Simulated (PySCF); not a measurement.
Input for PySCF: R-HF/3-21G on HCl (SMILES Cl).

```python
from pyscf import gto, scf, dft, mp
from pyscf.data.elements import chemcore

mol = gto.M(
    atom='''
    Cl    0.00000000    0.00000000    0.00000000
    H     1.27444789    0.00000000    0.00000000
    ''',
    basis='3-21g',
    charge=0, spin=0, verbose=3, max_memory=1800)
mf = scf.RHF(mol)
mf.conv_tol = 1e-8
mf.max_cycle = 100
mf.kernel()
if not mf.converged:
    mf = mf.newton().run(mf.mo_coeff, mf.mo_occ)
```

The log:

```
converged SCF energy = -457.869228743258
```

Self-consistency was reached.

Cost: around 0.16 core-seconds (rough).
